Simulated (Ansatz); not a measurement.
Nb$_{2}$O$_{7}$ (Fd-3m)

These are results of DFT PBE, scalar-relativistic, plane waves, PAW (Ansatz), not measurements.

Cutoff 420 eV; k points 6×6×6 on the computed 18-atom cell (Γ-centred); Gaussian smearing, width 0.10 eV; collinear spin from starting moments 0 0 0 0 0.35 0.35 0.35 0.35 0.35 0.35 0.35 0.35 0.35 0.35 0.35 0.35 2.28 2.28 μB.

The structure is relaxed at this level of theory with its symmetry kept. Whether it is the stable form of this composition wasn't checked.

```
Nb O
1.0
     0.00000    5.32622    5.32622
     5.32622    0.00000    5.32622
     5.32622    5.32622    0.00000
Nb O
4 14
Direct
  0.12500 0.12500 0.12500
  0.62500 0.12500 0.12500
  0.12500 0.12500 0.62500
  0.12500 0.62500 0.12500
  0.43297 0.06703 0.06703
  0.81703 0.18297 0.81703
  0.06703 0.43297 0.43297
  0.18297 0.81703 0.18297
  0.06703 0.43297 0.06703
  0.81703 0.81703 0.18297
  0.43297 0.06703 0.43297
  0.18297 0.18297 0.81703
  0.81703 0.18297 0.18297
  0.06703 0.06703 0.43297
  0.18297 0.81703 0.81703
  0.43297 0.43297 0.06703
  0.75000 0.75000 0.75000
  0.50000 0.50000 0.50000
```

```json
{
  "Space group": "Fd-3m (No. 227)",
  "Volume per atom": "16.79 Å³",
  "Formation energy from the elements' standard states (uncorrected)": "-1.403 eV/atom",
  "Kohn–Sham band gap": "none (metal)",
  "Density of states at the Fermi level": "24.05 states/eV per cell",
  "Löwdin character within 0.5 eV of the Fermi level": "O 2p 98 %",
  "Total moment": "8.00 μB per cell",
  "Site moments (μB; atoms counted from 1 over the whole cell)": "Nb (atom 1) -0.05, Nb (atom 2) -0.05, Nb (atom 3) -0.05, Nb (atom 4) -0.05, O (atom 5) 0.31, O (atom 6) 0.31, O (atom 7) 0.31, O (atom 8) 0.31, O (atom 9) 0.31, O (atom 10) 0.31, O (atom 11) 0.31, O (atom 12) 0.31, O (atom 13) 0.31, O (atom 14) 0.31, O (atom 15) 0.31, O (atom 16) 0.31, O (atom 17) 2.07, O (atom 18) 2.07"
}
```

Only this magnetic start was tried.

Cost: 1 run of about 8.9 core-minutes, on Intel Xeon Processor @ 2.50GHz (Skylake/Cascade Lake) (shared hosts).